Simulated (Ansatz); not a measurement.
Consider the formal exchange of groups at the Si–S bond: `S[Si]S` + CH₄ → `C[Si]S` + H₂S.

Calculated with Ansatz (gas phase, PBE0-D4/def2-TZVP geometries, no zero-point term in ΔE). CCSD(T)/CBS adds triple-zeta CCSD(T) − MP2 to the extrapolated MP2 energy (def2 sets, frozen cores). This one scheme is used for every species. DFT in def2-TZVPP. B3LYP here is the variant with VWN-RPA as its local correlation; programs differ in this. HSE06 is defined as in plane-wave codes. One conformer a species, not always the lowest.

`S[Si]S`:

Cartesian coordinates in Å:
```
S -0.279 -0.592 1.139
Si 0.648 -0.655 -0.788
S 0.113 1.315 -1.448
H 0.094 -1.837 1.483
H -0.577 1.769 -0.386
```

CH₄:

Cartesian coordinates in Å:
```
C 0.000 0.000 0.000
H 0.517 0.391 0.876
H -1.077 0.071 0.152
H 0.278 -1.043 -0.150
H 0.282 0.581 -0.877
```

`C[Si]S`:

Cartesian coordinates in Å:
```
C 0.690 -0.682 0.477
Si -0.072 1.059 0.474
S -1.262 0.776 -1.271
H 0.756 -1.177 -0.494
H 0.058 -1.302 1.128
H 1.681 -0.659 0.939
H -1.851 1.984 -1.254
```

H₂S:

Cartesian coordinates in Å:
```
S -0.506 0.347 -0.082
H 0.782 0.484 -0.431
H -0.275 -0.832 0.514
```

Q: Is it downhill or uphill in electronic energy at CCSD(T)/CBS, and by how much? (Best estimate.)

A: The calculation gave: Uphill: ΔE = +25.3 kcal/mol.

Q: What do these levels give: revPBE-D4, PBE0-D4, B3LYP-D4, r2SCAN0-D4, HSE06-D4, ωB97M-V, r2SCAN, CCSD(T)/def2-SVP, HF/def2-TZVPP, MP2/def2-TZVPP, CCSD(T)/def2-TZVPP, SCS-MP2/def2-QZVPP? (Best estimate.)

A: The calculation gave: revPBE-D4 27.0, PBE0-D4 26.4, B3LYP-D4 26.4, r2SCAN0-D4 26.5, HSE06-D4 26.4, ωB97M-V 25.2, r2SCAN 27.0, CCSD(T)/def2-SVP 24.1, HF/def2-TZVPP 24.3, MP2/def2-TZVPP 26.0, CCSD(T)/def2-TZVPP 24.6, SCS-MP2/def2-QZVPP 25.6 kcal/mol.

Largest T1 diagnostic among the species: 0.015.

From BLYP to BHLYP (50 % exact exchange), in def2-TZVPP and without D4, ΔE moves by −1.2 kcal/mol. At CCSD(T), def2-SVP lies −1.2 kcal/mol from the extrapolated value and def2-TZVPP −0.7 kcal/mol. Leaving LDA and LC-ωPBE aside and taking each functional with its dispersion term where it has one, the values, not all of them listed here, spread over 2.3 kcal/mol, from ωB97X-V to PBE-D4. LDA lies −0.8 kcal/mol from PBE without D4.
